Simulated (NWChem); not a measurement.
System: diphosphorus (P₂); SMILES P#P

```xyz
2

P      0.0000     0.0000     0.9521
P      0.0000     0.0000    -0.9521
```
Atoms are numbered in this order, from 1.

The geometry was optimised at B3LYP/6-31G* (spherical d).

Question: Give the principal values of the shielding tensors (ppm) of P1 from PBE/pcSseg-1, GIAO (NWChem), with their diamagnetic and paramagnetic parts as GIAO splits them.

Answer: 
```json
[
 {"atom": "P1", "σ11": "-983.1", "σ22": "-983.1", "σ33": "969.6", "isotropic": "-332.2", "diamagnetic": "968.2", "paramagnetic": "-1300.4"}
]
```
